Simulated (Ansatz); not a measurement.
# C₈H₁₈: basis-set convergence

The task here is to estimate one member of a computed series from the others.

The runs use Ansatz 0.2.0, Gaussian basis; one geometry, several basis sets.

Levels to be run: PBE0-D4/def2-SVP; ωB97M-V/def2-SVP; PBE0-D4/def2-QZVPP; ωB97M-V/def2-QZVPP; the functionals' def2-TZVPP values are taken from earlier runs.

1 further run of the same task is left out (it didn't finish).

### Structure used throughout

An earlier PBE0-D4 in a triple-zeta def2 set relaxation fixed the geometry.

SMILES `CCCC(C)C(C)C`, 26 atoms, charge 0, spin multiplicity 1.

Atoms are counted from 1 here; the program's logs count them from 0.

Bond lengths: C1–C2 1.519 Å, C1–H9 1.094 Å, C1–H10 1.094 Å, C1–H11 1.093 Å, C2–C3 1.521 Å, C2–H12 1.097 Å, C2–H13 1.094 Å, C3–C4 1.527 Å, C3–H14 1.097 Å, C3–H15 1.098 Å, C4–C5 1.524 Å, C4–C6 1.539 Å, C4–H16 1.099 Å, C5–H17 1.094 Å, C5–H18 1.091 Å, C5–H19 1.092 Å, C6–C7 1.523 Å, C6–C8 1.523 Å and more. Angles: C2–C1–H9 111.1°, C2–C1–H10 111.1°, C2–C1–H11 111.7°, H9–C1–H10 107.4°, H9–C1–H11 107.7°, H10–C1–H11 107.7°, C1–C2–C3 112.6°, C1–C2–H12 109.6°, C1–C2–H13 109.2°, C3–C2–H12 109.1°, C3–C2–H13 110.0°, H12–C2–H13 106.1°, C2–C3–C4 114.8°, C2–C3–H14 108.8°, C2–C3–H15 108.5°, C4–C3–H14 109.7°, C4–C3–H15 108.7°, H14–C3–H15 106.0° and more.

The first run:

File in.yaml:

```yaml
crystal:
  periodic: [false, false, false]
  atoms:
    - {symbol: C, position_ang: [-1.025871, -3.342354, -0.605091]}
    - {symbol: C, position_ang: [-0.548825, -1.982640, -1.085856]}
    - {symbol: C, position_ang: [-0.418227, -0.976125, 0.046816]}
    - {symbol: C, position_ang: [-0.023552, 0.432990, -0.390845]}
    - {symbol: C, position_ang: [1.386667, 0.465440, -0.967227]}
    - {symbol: C, position_ang: [-0.237953, 1.453379, 0.741701]}
    - {symbol: C, position_ang: [-0.163470, 2.888869, 0.239655]}
    - {symbol: C, position_ang: [0.699599, 1.256417, 1.926155]}
    - {symbol: H, position_ang: [-0.329894, -3.767822, 0.123602]}
    - {symbol: H, position_ang: [-2.003356, -3.268279, -0.119932]}
    - {symbol: H, position_ang: [-1.117093, -4.052532, -1.430250]}
    - {symbol: H, position_ang: [-1.246971, -1.591157, -1.835386]}
    - {symbol: H, position_ang: [0.412131, -2.098584, -1.596715]}
    - {symbol: H, position_ang: [0.310312, -1.354337, 0.774637]}
    - {symbol: H, position_ang: [-1.377363, -0.923465, 0.577678]}
    - {symbol: H, position_ang: [-0.716260, 0.724314, -1.193385]}
    - {symbol: H, position_ang: [2.118618, 0.093913, -0.244484]}
    - {symbol: H, position_ang: [1.462405, -0.159369, -1.858954]}
    - {symbol: H, position_ang: [1.684571, 1.475197, -1.256824]}
    - {symbol: H, position_ang: [-1.262201, 1.289351, 1.102326]}
    - {symbol: H, position_ang: [-0.447735, 3.590792, 1.027902]}
    - {symbol: H, position_ang: [0.848955, 3.153094, -0.077792]}
    - {symbol: H, position_ang: [-0.833258, 3.049545, -0.609634]}
    - {symbol: H, position_ang: [0.446909, 1.949922, 2.732252]}
    - {symbol: H, position_ang: [1.739145, 1.448888, 1.646750]}
    - {symbol: H, position_ang: [0.642707, 0.244553, 2.332911]}
basis:
  gaussian: {orbitals: def2-SVP}
hamiltonian: {xc: pbe0, dispersion: d4}
output: {orbitals: {seedname: orbitals}}
```

Steps of the session up to this table: PBE0-D4 in def2-SVP; ωB97M-V in def2-SVP; PBE0-D4 in def2-QZVPP; ωB97M-V in def2-QZVPP.

One table of the session follows, with a row left open; its other results are not shown here.

It belongs to the step «Functionals by basis». 

```
functional       basis  HOMO (eV)  LUMO (eV)
   PBE0-D4    def2-SVP      -8.38       1.71
   PBE0-D4  def2-TZVPP      -8.38       1.12
   PBE0-D4  def2-QZVPP      -8.38       0.68
   ωB97M-V    def2-SVP          ?          ?
   ωB97M-V  def2-TZVPP     -10.64       2.53
   ωB97M-V  def2-QZVPP     -10.64       1.79
```

Estimate the missing values for ωB97M-V, def2-SVP.

As computed: HOMO (eV): -10.65; LUMO (eV): 3.35. In the column «HOMO (eV)» it is the lowest.
